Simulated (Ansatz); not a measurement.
# C₂Cl₂F₂: up Jacob's ladder to CCSD(T)

An exercise on one series of results from a longer session: the logs are not shown, and one member is left open.

Method: functionals in def2-TZVPP, the program's frozen cores in correlated methods; program: Ansatz 0.2.0, Gaussian basis.

The runs, in order: PBE-D4, r2SCAN-D4, PBE0-D4, B3LYP-D4, ωB97X-V, ωB97M-V, B2PLYP; CCSD(T)/def2-TZVPP; MP2/def2-QZVPP; extrapolation to the limit.

## The relaxed structure

All runs share one geometry, relaxed beforehand with PBE0-D4 in a triple-zeta def2 set.

SMILES `F/C(Cl)=C(\F)Cl`, 6 atoms, charge 0, spin multiplicity 1.

Atoms are counted from 1 here; the program's logs count them from 0.

Bond lengths: F1–C2 1.322 Å, C2–Cl3 1.691 Å, C2–C4 1.330 Å, C4–F5 1.322 Å, C4–Cl6 1.691 Å. Angles: F1–C2–Cl3 114.8°, F1–C2–C4 120.0°, Cl3–C2–C4 125.2°, C2–C4–F5 120.0°, C2–C4–Cl6 125.2°, F5–C4–Cl6 114.8°.

The first run:

The input, in.yaml:

```yaml
crystal:
  periodic: [false, false, false]
  atoms:
    - {symbol: F, position_ang: [0.271895, -1.736799, -0.393100]}
    - {symbol: C, position_ang: [0.288696, -0.567532, 0.224354]}
    - {symbol: Cl, position_ang: [1.120887, -0.554690, 1.695962]}
    - {symbol: C, position_ang: [-0.320730, 0.481340, -0.320396]}
    - {symbol: F, position_ang: [-0.944178, 0.355754, -1.479818]}
    - {symbol: Cl, position_ang: [-0.381568, 2.030826, 0.353199]}
basis:
  gaussian: {orbitals: def2-TZVPP}
hamiltonian: {xc: pbe, dispersion: d4}
output: {forces: true, orbitals: {seedname: orbitals}}
```

Steps of the session up to this table: PBE-D4 (GGA); r2SCAN-D4 (meta-GGA); PBE0-D4 (hybrid); B3LYP-D4 (hybrid); ωB97X-V (range-separated); ωB97M-V (range-separated); B2PLYP (double hybrid); CCSD(T) in def2-TZVPP; MP2 in def2-QZVPP.

One of the session's tables, all rows but one given; the rest of the session is left out.

| method | atomisation energy (kJ/mol) |
| --- | --- |
| PBE-D4 | ? |
| r2SCAN-D4 | 2250.2 |
| PBE0-D4 | 2262.4 |
| B3LYP-D4 | 2190.6 |
| ωB97X-V | 2220.3 |
| ωB97M-V | 2228.5 |
| B2PLYP | 2172.4 |
| HF/def2-TZVPP | 1383.2 |
| MP2/def2-TZVPP | 2258.6 |
| CCSD/def2-TZVPP | 2045.4 |
| CCSD(T)/def2-TZVPP | 2119.8 |
| MP2/CBS | 2339.9 |
| CCSD(T)/CBS | 2201.1 |

Q: Estimate the row for PBE-D4 from the others.

The run gave: atomisation energy (kJ/mol): 2381.9. In the column «atomisation energy (kJ/mol)» it is the highest.
